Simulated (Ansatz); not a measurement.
# SiH3 (doublet): the correlation ladder at distance H1–H2 along a hydrogen transfer = 1.179 Å, cc-pVTZ

Aim: climb from Hartree-Fock through coupled cluster and multireference methods for SiH3 (doublet) at one geometry and basis, and see what each rung misses.

Computed with Ansatz 0.2.0, Gaussian basis. Level: cc-pVTZ, core rule «outside noble gas», up to 5 orbitals frozen.

Plan: UHF; CCSD(T) on ROHF; CCSD(T) on UHF; BCCD(T) on ROHF; CCSDT(Q) on ROHF; CCSDT(Q) on UHF; CASSCF and NEVPT2, 3 electrons in 3 orbitals; CASSCF and NEVPT2, 7 electrons in 7 orbitals.

6 further runs of the same task are left out: 1 for a mislabelled method, 3 that didn't finish, 2 set aside as unsound or not needed.

### Step 1. The system

The geometry derives from fragments relaxed apart (PBE0/def2-TZVP) and kept rigid, so it is no stationary point. A hydrogen atom is moved between rigid fragments.

4 atoms, charge 0, spin multiplicity 2.

Atoms are counted from 1 here; the program's logs count them from 0.

Bond lengths: H2–Si3 1.613 Å, Si3–H4 1.532 Å. Angles: H2–Si3–H4 105.0°.

### Step 2. UHF

Contents of in.yaml:

```yaml
crystal:
  periodic: [false, false, false]
  atoms:
    - {symbol: H, position_ang: [-2.662123, 0.047936, 0.000000]}
    - {symbol: H, position_ang: [-1.483123, 0.047936, 0.000000]}
    - {symbol: Si, position_ang: [0.129877, 0.047936, 0.000000]}
    - {symbol: H, position_ang: [0.526312, -1.431577, 0.000000]}
basis:
  gaussian: {orbitals: cc-pVTZ}
magnetization: {spin_polarized: true, initial_magnetization: 1}
hamiltonian: {xc: hf}
output: {orbitals: {seedname: orbitals}}
```

Run with:

```
$ ansatz run in.yaml --threads 1 --pin off --events-out ev --progress --plain --max-ram 2393MiB
```

After this run come: CCSD(T) on ROHF; CCSD(T) on UHF; BCCD(T) on ROHF; CCSDT(Q) on ROHF; CCSDT(Q) on UHF; CASSCF and NEVPT2, 3 electrons in 3 orbitals; CASSCF and NEVPT2, 7 electrons in 7 orbitals.

**Question.** What will the summary of the whole plan be? Wanted: UCCSDT(Q) below the RHF energy; RMP2 from UCCSDT(Q); UMP2 from UCCSDT(Q); RCCSD from UCCSDT(Q); RCCSD(T) from UCCSDT(Q); UCCSD(T) from UCCSDT(Q); RCCSDT(Q) from UCCSDT(Q); NEVPT2 valence from UCCSDT(Q); T1 diagnostic.

**Answer**, as computed:

| quantity | value |
| --- | --- |
| UCCSDT(Q) below the RHF energy | -4.4355 eV |
| RMP2 from UCCSDT(Q) | +1057.5 meV |
| UMP2 from UCCSDT(Q) | +1038.2 meV |
| RCCSD from UCCSDT(Q) | +166.9 meV |
| RCCSD(T) from UCCSDT(Q) | +35.5 meV |
| UCCSD(T) from UCCSDT(Q) | +35.4 meV |
| RCCSDT(Q) from UCCSDT(Q) | +0.5 meV |
| NEVPT2 valence from UCCSDT(Q) | +845.4 meV |
| levels within 1 kcal/mol (43 meV) | RCCSD(T), UCCSD(T), BCCD(T), RCCSDT, UCCSDT, RCCSDT(Q) |
| T1 diagnostic | 0.044 |
| effectively unpaired electrons | 1.08 |

What this shows: RCCSD(T) misses by +35.5 meV, 0.8 % of the correlation energy. The occupations are near whole numbers, but T1 = 0.044 shows that the orbitals relax strongly. Coupled cluster took another determinant than the lowest Hartree-Fock one. These misses are within one basis, not against nature; the frozen cores of restricted and unrestricted runs differ, which can shift their rows.
